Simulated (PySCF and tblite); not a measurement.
Results of a calculation; reference values are marked as such.
C₄H₁₀O, numbered as in [CH3:1][CH2:2][CH2:3][O:4][CH3:5].

Free energies: PBE0-D3(BJ)/def2-TZVP (IEF-PCM, chloroform) on GFN2-xTB structures plus GFN2-xTB thermal terms, symmetry and mirror images included. Conformers within 3 kcal/mol (GFN2-xTB free energy) were kept, 10 at most. Run with PySCF (density fitting) and tblite.

An NOE distance is ⟨r⁻⁶⟩^(−1/6) over all pairs of like atoms and, for the average, over conformers.

Torsions listed: C1–C2–C3–O4, C2–C3–O4–C5. Of a mirror pair one member is shown.

```
conformer        shape  weight %
        1   66°, -179°      49.8
        2   180°, 180°      36.1
        3     60°, 73°       7.1
        4  -172°, -72°       7.0
```

(1) Which H–H contacts under 3.5 Å would NOEs report (pairs on one atom left out) at 298.15 K?

(2) In a model where alignment follows shape alone (order matrix 0.001 × (3G/tr G − 1)/2, G the second moments of the atom positions; splitting J + 2D), what are the one-bond C–H dipolar couplings D?

Answers

(1) 
```csv
pair,in 1 (Å),in 2 (Å),in 3 (Å),in 4 (Å),average (Å)
H1 ··· H2,2.61,2.61,2.61,2.61,2.61
H2 ··· H3,2.57,2.68,2.56,2.68,2.61
H3 ··· H5,2.76,2.76,2.95,2.96,2.78
H1 ··· H3,3.15,2.91,3.17,2.89,3.03
```

Longer pairs under the limit may be missing.

(2) H1 0.9 Hz (-0.6 in conformer 1), H2 6.0 Hz (4.8 in conformer 1), H3 6.0 Hz (5.1 in conformer 1), H5 3.5 Hz (4.0 in conformer 1).
